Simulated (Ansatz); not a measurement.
`C#CC(C)OC`, charge 0, multiplicity 1.

(1) Give a relaxed structure at PBE0-D4/def2-TZVP (Ansatz 0.2.0). (Best estimate.)

Answers

(1) The calculation gave: 
Cartesian coordinates in Å:
```
C 0.566 -1.696 1.670
C 0.367 -1.006 0.708
C 0.120 -0.167 -0.470
C -0.685 -0.909 -1.519
O -0.587 1.007 -0.145
C 0.124 1.877 0.698
H 0.738 -2.309 2.523
H 1.101 0.108 -0.892
H -0.165 -1.818 -1.825
H -1.660 -1.180 -1.115
H -0.828 -0.266 -2.389
H -0.499 2.759 0.844
H 0.332 1.417 1.671
H 1.076 2.183 0.242
```
This is one stationary point; other conformers may exist.
